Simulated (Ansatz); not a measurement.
```yaml
atoms:
  - { symbol: C, position_ang: [-0.0402, -0.4599, -0.0764] }
  - { symbol: O, position_ang: [-0.0324, -0.4624, 1.1760] }
  - { symbol: N, position_ang: [0.0386, 0.6740, -0.8970] }
  - { symbol: H, position_ang: [0.0677, -1.3428, -0.6743] }
  - { symbol: H, position_ang: [0.0033, 0.5588, -1.8695] }
  - { symbol: H, position_ang: [-0.0779, 1.6167, -0.3903] }
```

RHF on singlet CH3NO was run in several spherical basis sets with Ansatz (development build ahead of 0.2.0).

Rank the basis sets by the total energy that they give, lowest first, with the distance from the lowest.
A. 6-31G
B. STO-3G
C. def2-SVP
D. cc-pVDZ

D (0.00 eV), A (2.46 eV), C (3.89 eV), B (61.35 eV).

Totals follow the description of the cores as much as that of the bonds, so this order isn't one of quality for chemistry.
